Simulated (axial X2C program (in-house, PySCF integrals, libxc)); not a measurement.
# AlSi⁻: properties at the nuclei

Computed with an in-house all-electron X2C program for linear molecules (integrals from PySCF): two-component X2C with atomic mean-field Coulomb and Gaunt terms, Gaussian nuclei, basis Si dyall-av3z, Al dyall-av3z with contracted cores.

R = 2.440 Å (near the PBE0 minimum at charge -1 of the determinant lowest at the starting distance; the state shown can have its own minimum elsewhere).

Determinant lowest in the PBE0 search, Ω = 1 (⟨Sz⟩ = 1.00, ⟨Lz⟩ = 0.00 at PBE0), spin on the atoms Si 0.73, Al 0.27:

| level | Eeff magnitude (GV/cm) | Ws magnitude Si (kHz) | Ws magnitude Al (kHz) | A∥/gI Si (MHz) | qzz Si (a.u.) | A∥/gI Al (MHz) | qzz Al (a.u.) |
| --- | --- | --- | --- | --- | --- | --- | --- |
| PBE0 | 0.0085 | 0.00223 | 0.000989 | -91.1 | -1.39 | -26.2 | -1.17 |
| HF | 0.0248 | 0.00529 | 0.00408 | -93.9 | -1.36 | -25.5 | -1.34 |
| PBE50 | 0.00918 | 0.00235 | 0.0011 | -91.5 | -1.39 | -25.7 | -1.23 |
| r2SCAN | 0.00957 | 0.00273 | 0.000824 | -70.3 | -1.41 | -24.4 | -1.16 |
| LDA | 0.00483 | 0.000665 | 0.00117 | -65.9 | -1.43 | -20.1 | -1.12 |

Determinant 0.14 eV from it at PBE0 and this distance, Ω = 2 (⟨Sz⟩ = 1.00, ⟨Lz⟩ = 1.00 at PBE0), spin on the atoms Si 0.76, Al 0.24:

```csv
level,Eeff magnitude (GV/cm),Ws magnitude Si (kHz),Ws magnitude Al (kHz),A∥/gI Si (MHz),qzz Si (a.u.),A∥/gI Al (MHz),qzz Al (a.u.)
PBE0,0.00957,0.00591,0.00758,19.6,-0.02,12.1,-0.37
HF,0.00438,0.00853,0.00922,-50.2,0.02,8.82,-0.42
PBE50,0.00529,0.00689,0.00775,0.728,0.01,8.7,-0.40
r2SCAN,0.0166,0.0055,0.00859,39.4,-0.04,29.2,-0.36
LDA,0.0142,0.00467,0.00729,55.6,-0.06,33.7,-0.33
```

Eeff is the effective electric field on the electron electric dipole moment in this Ω state and Ws the scalar–pseudoscalar constant of the nucleus named (defined with the proton number Z and per Ω); A∥ (defined per Ω) follows by multiplying with gI = μI/(I μN); qzz is the electric field gradient, eQq0 = 234.96 MHz × Q/barn × qzz. The operators were transformed with the bare-nucleus X2C matrices; with these basis sets, hyperfine constants and field gradients can be off by tens of per cent, and where levels differ in sign neither size nor sign is settled.

(1) With gI(29Si) = -1.1106, gI(27Al) = 1.4566, Q(27Al) = 0.1466 barn (g factors from the IAEA table of nuclear moments by Stone; Q from Pyykkö, Mol. Phys. 2018), turn the PBE0 values of the first state into constants in MHz.

Each state is one determinant with collinear spin, which with several unpaired electrons need not be a pure state. Unrestricted Hartree–Fock can overshoot spin polarisation at the nuclei. For an anion, determinants above electron detachment, or with a positive highest level, are held by the basis set. With several open shells hyperfine constants can be off by a factor of several. Where Eeff spreads by more than a factor of two the levels disagree and none is to be relied on. Open-shell Ω = 0 determinants with evenly filled partner blocks cannot be reached by this program, so the Ω shown need not be the lowest component. At LDA a later determinant lies lower. States lie within half an eV, so the first need not be the ground state. Further determinants of the search, some of them spin-mixed, are not shown. PBE0 term energies can be off by some tenths of an eV.

## Answers

(1) A∥(29Si) = -91.1 × -1.1106 = 101 MHz; A∥(27Al) = -26.2 × 1.4566 = -38.2 MHz; eQq0(27Al) = 234.96 × (0.1466) × (-1.17) = -40.3 MHz.
